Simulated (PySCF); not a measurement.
C3H6O, SMILES CC(C)=O. Heavy atoms are numbered as in [CH3:1][C:2]([CH3:3])=[O:4]. Hydrogens are named by the atom that carries them.

Geometry: PBE0-D3(BJ)/def2-SVP.

The numbers are results of PySCF with PBE0/pcSseg-1, not measurements.

GIAO shieldings, no solvent; atoms alike by connectivity are averaged. δ = σ(ref) − σ: ¹³C against TMS (σ = 186.3 ppm); ¹⁷O against H2O (σ = 334.2 ppm); ¹H against TMS (σ = 31.56 ppm), references at their B3LYP-D3(BJ)/def2-TZVP geometries, non-relativistic.

| nucleus | atoms | count | δ (ppm) |
|---|---|---|---|
| ¹³C | C2 | 1 | 208.1 |
| ¹³C | C1 (CH3) | 2 | 33.1 |
| ¹⁷O | O4 | 1 | 706.5 |
| ¹H | H on C1 | 6 | 2.33 |
